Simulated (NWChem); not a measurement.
CH3 (+1)

```xyz
4

C      0.0000     0.0000     0.0000
H      0.0000     0.0000     1.1041
H     -0.9562     0.0000    -0.5520
H      0.9562     0.0000    -0.5520
```
Charge +1, spin multiplicity 1.

The numbers come from NWChem runs, not from measurements. All single points use one geometry, from PBE0/def2-SVP, a minimum by its harmonic frequencies.

Symmetry labels belong to the abelian group C2v used in the runs, with the axes of the coordinates shown; states degenerate in a higher group split over its labels.

The spin multiplicity of the parent species was assumed, not shown to be that of its ground state. The structure started from a generated list of species.

### Question
List the lowest 6 singlet excitations that TDA-BHandHLYP/aug-cc-pVDZ gives, with oscillator strengths.

### Answer
```json
[
 {"state": "1", "symmetry": "b2", "energy (eV)": "6.07", "wavelength (nm)": "204", "f": "0.000"},
 {"state": "2", "symmetry": "a2", "energy (eV)": "6.07", "wavelength (nm)": "204", "f": "0.000"},
 {"state": "3", "symmetry": "a1", "energy (eV)": "14.94", "wavelength (nm)": "83", "f": "0.240"},
 {"state": "4", "symmetry": "b1", "energy (eV)": "14.94", "wavelength (nm)": "83", "f": "0.240"},
 {"state": "5", "symmetry": "b2", "energy (eV)": "15.97", "wavelength (nm)": "78", "f": "0.225"},
 {"state": "6", "symmetry": "b1", "energy (eV)": "16.22", "wavelength (nm)": "76", "f": "0.000"}
]
```
